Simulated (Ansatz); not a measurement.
**The pair ClH···CO₂: a pair, distance and turn**

A grid of calculations on the pair ClH···CO₂, to see where the energy is lowest and how it rises around there.

The runs use Ansatz 0.2.0; RKS PBE0-D4/def2-SVPD.

### Step 1. Where the work starts

5 atoms, charge 0, spin multiplicity 1.

Atoms are counted from 1 here; the program's logs count them from 0.

Bond lengths: Cl1–H2 1.302 Å, O3–C4 1.172 Å, C4–O5 1.175 Å. Angles: O3–C4–O5 180.0°.

Geometry (Å):

```xyz
5
charge 0, multiplicity 1
Cl   -0.0368   -0.0092   -3.0251
H    -0.0197   -0.0124   -1.7231
O     0.0320    0.0148    2.7555
C     0.0189    0.0073    1.5839
O     0.0057   -0.0005    0.4086
```

This geometry comes from a loose relaxation at PBE in a small basis, which is not shown.

### Step 5. Setting up the map

The axes are (1) distance O5···Cl1: 11 values from 2.882 to 5.482 Å; (2) turn of Cl1, H2 about its own atom Cl1: 10 values from −180 to 144 °, periodic.

Nothing else is relaxed (both partners rigid). Energies count from the two partners far apart, frozen as in the relaxed pair, each in its own basis (no counterpoise correction). Points are written as (first, second).

(The set-up runs are not shown.)

### Step 6. Point (5.125 Å, 144°)

The input, input.yaml:

```yaml
crystal:
  periodic: [false, false, false]
  atoms:
    - { symbol: Cl, position_ang: [-0.056299, -0.020096, -4.706223] }
    - { symbol: H, position_ang: [-0.303773, 0.696185, -5.751223] }
    - { symbol: O, position_ang: [0.032132, 0.01345, 2.73612] }
    - { symbol: C, position_ang: [0.018883, 0.006862, 1.579343] }
    - { symbol: O, position_ang: [0.005532, 0.000158, 0.418364] }
basis:
  gaussian: { orbitals: def2-SVPD }
hamiltonian:
  xc: pbe0
  dispersion: d4
output:
  forces: true
```

Started as:

```console
> ansatz run input.yaml --threads 1 --pin off --max-ram 2560MiB --backend cpu --events-out ev --progress --plain --runs-dir out
```

The session goes on with these runs: all other points of the grid.

What does the calculation give? Wanted: lowest point; highest computed point; dipole moment.

As calculated:

| quantity | value |
| --- | --- |
| lowest point | (3.364 Å, 0°), −11.2 kJ/mol |
| highest computed point | (2.882 Å, 0°), 18.0 kJ/mol above the lowest |
| dipole moment (D) | 0.95 at (2.882 Å, −180°) to 2.65 at (2.882 Å, 0°); 1.87 at the lowest point |
| time for the whole task | 15 min on 1 thread, shared host |

The lowest computed point is at (3.364 Å, 0°), −11.2 kJ/mol from the two partners far apart, frozen as in the relaxed pair, each in its own basis (no counterpoise correction). The grid is coarse, so the true minimum lies between grid points and may sit elsewhere than the lowest one. There is a further well near (3.155 Å, −180°) (7.0 kJ/mol above the lowest at that grid point). The highest computed point, (2.882 Å, 0°), lies 18.0 kJ/mol above the lowest. On the interpolated surface the easiest way out of the lowest well to the well at (3.155 Å, −180°) passes a barrier of about 10 kJ/mol. Round the minimum the two coordinates are nearly uncoupled. Without a counterpoise correction the wells come out somewhat too deep.
